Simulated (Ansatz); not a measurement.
Geometry optimisation, RKS B3LYP-D4/def2-SVP (Ansatz).

Input:

```yaml
crystal:
  periodic: [false, false, false]
  atoms:
    - { symbol: B, position_ang: [-0.002862, -0.438167, -0.318838] }
    - { symbol: F, position_ang: [0.366753, 0.232714, 2.076079] }
    - { symbol: H, position_ang: [0.942918, 0.139628, -0.79023] }
    - { symbol: H, position_ang: [-1.086359, 0.085584, -0.403619] }
    - { symbol: Si, position_ang: [0.118489, -2.255437, 0.438729] }
    - { symbol: H, position_ang: [-0.537207, -3.281255, -0.433317] }
    - { symbol: H, position_ang: [1.496743, -2.728742, 0.763182] }
    - { symbol: H, position_ang: [-0.6523, -2.273894, 1.738269] }
    - { symbol: H, position_ang: [-0.161877, -0.464832, 2.387145] }
basis:
  gaussian: { orbitals: def2-SVP }
hamiltonian:
  xc: b3lyp
  dispersion: d4
relax:
  f_tol: 0.03
  max_steps: 50
```

Command:

```bash
$ ansatz run input.yaml --threads 1 --pin off --max-ram 2048MiB --backend cpu --events-out ev --progress --plain --runs-dir out
```

Question: Where does it end, and by what steps?

Answer: The run converged. The force dipped under the threshold on the way, but the program's further checks kept it going. After 16 steps the energy has fallen by 0.088 eV; F2 moved furthest, 0.54 Å.

| step | energy less start (eV) | largest force component (eV/Å) | accepted |
| --- | --- | --- | --- |
| 0 | 0.0000 | 0.647 | yes |
| 1 | -0.0320 | 0.253 | yes |
| 2 | -0.0613 | 0.472 | yes |
| 3 | -0.0694 | 0.100 | yes |
| 4 | -0.0722 | 0.117 | yes |
| 5 | -0.0742 | 0.047 | yes |
| 6 | -0.0764 | 0.051 | yes |
| 7 | -0.0780 | 0.057 | yes |
| 8 | -0.0778 | 0.167 | no |
| 9 | -0.0787 | 0.019 | yes |
| 10 | -0.0826 | 0.278 | yes |
| 11 | -0.0848 | 0.210 | yes |
| 12 | -0.0839 | 0.302 | no |
| 13 | -0.0872 | 0.114 | yes |
| 14 | -0.0876 | 0.036 | yes |
| 15 | -0.0879 | 0.019 | yes |
| 16 | -0.0883 | 0.027 | yes |

```xyz
9
Properties=species:S:1:pos:R:3
B 0.077 -0.337 -0.099
F -0.034 0.279 1.719
H 1.078 0.244 -0.430
H -0.986 0.077 -0.492
Si 0.159 -2.289 0.447
H -0.784 -3.225 -0.235
H 1.506 -2.935 0.510
H -0.313 -2.244 1.905
H -0.219 -0.555 2.132
```

Whether the end is a true minimum wasn't checked by a vibrational analysis.

The run took 66 s on 1 thread of Arm Neoverse N1 (shared host), peak memory 0.14 GiB.
